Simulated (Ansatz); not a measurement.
Ideal-gas functions of C2H4FO, SMILES `[O]CCF` radical at 298.15 K and 1 bar, from an Ansatz frequency run at PBE0-D4/def2-TZVP.

Molar mass 63.05 g/mol, point group C1 (symmetry number 1), electronic degeneracy 2, moments of inertia 27.032, 97.893, 110.805 u Å². Harmonic wavenumbers (cm⁻¹, unscaled): 130, 304, 337, 545, 890, 975, 1096, 1122, 1189, 1278, 1333, 1380, 1422, 1486, 2928, 2965, 3050, 3110.

Use S(trans) = R[1.5 ln M + 2.5 ln T − 1.1517]; rotational temperatures θ = 24.2544 K / I; S(rot) = R[ln(√π/σ · √(T³/θAθBθC)) + 1.5]; for each mode x = 1.438777 ν̃/T, S = R[x/(eˣ − 1) − ln(1 − e⁻ˣ)] and H = RT x/(eˣ − 1); 1 cm⁻¹ = 0.0119627 kJ/mol; R = 8.31446 J/(mol·K).

**Question.** By hand: the entropy, in J/(mol·K).

**Answer.** Translation 160.5. Rotation: θ = 0.8972, 0.2478, 0.2189 K, giving 100.9. Vibration, mode by mode: 12.33, 5.84, 5.13, 2.32, 0.61, 0.43, 0.27, 0.24, 0.18, 0.13, 0.10, 0.08, 0.07, 0.05, 0.00, 0.00, 0.00, 0.00, in all 27.8. Electronic 5.8. Sum 295.0 J/(mol·K).

**Question.** By hand: H − E and G − E in kJ/mol, counted from the electronic energy.

**Answer.** Zero-point energy ½ × 25540 × 0.0119627 = 152.8; thermal vibration 4.9; translation, rotation and pV give 4 RT = 9.9. H − E = 167.6 kJ/mol, and G − E = 167.6 − 298.15 × 295.0/1000 = 79.6 kJ/mol.

Vibration gives 9 % of the entropy, 12.3 J/(mol·K) of it from the mode under 150 cm⁻¹: soft modes count most, and the harmonic formula is weakest for them. The sum counts one conformer and one mirror image; others add a mixing term.
